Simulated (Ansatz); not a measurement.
Start from `B[SiH2]Cl` and change one atom or group to get `[SiH3][SiH2]Cl`.

Ansatz, PBE0-D4/def2-TZVP geometries, multiplicity 1. 

| property | `B[SiH2]Cl` |
| --- | --- |
| LUMO energy (PBE0/def2-TZVPP) / eV | -2.76 |
| HOMO–LUMO gap (PBE0/def2-TZVPP) / eV | 5.55 |
| HOMO energy (PBE/def2-TZVPP) / eV | -7.04 |
| HOMO energy (PBE0/def2-TZVPP) / eV | -8.31 |
| size of the dipole moment (ωB97M-V/def2-TZVPP) / D | 1.54 |
| HOMO–LUMO gap (B3LYP/def2-TZVPP) / eV | 5.13 |

Give the same properties after the change, and the shifts. (Best estimate.)

Ansatz gave: 
| property | `[SiH3][SiH2]Cl` | shift |
| --- | --- | --- |
| LUMO energy (PBE0/def2-TZVPP) / eV | -0.57 | 2.19 |
| HOMO–LUMO gap (PBE0/def2-TZVPP) / eV | 7.64 | 2.09 |
| HOMO energy (PBE/def2-TZVPP) / eV | -7.03 | 0.01 |
| HOMO energy (PBE0/def2-TZVPP) / eV | -8.21 | 0.10 |
| size of the dipole moment (ωB97M-V/def2-TZVPP) / D | 1.33 | -0.21 |
| HOMO–LUMO gap (B3LYP/def2-TZVPP) / eV | 7.27 | 2.14 |

With PBE0 the HOMO rises by 0.10 eV and the LUMO rises by 2.19 eV, so the gap widens by about 2.09 eV. PBE moves the HOMO by 0.01 eV and ωB97M-V by 0.21 eV. The zero-point energy changes by 13.6 kJ/mol with +3 modes. Dipoles are sizes alone; their direction can turn.

B3LYP here is the variant with VWN-RPA as its local correlation; programs differ in this.
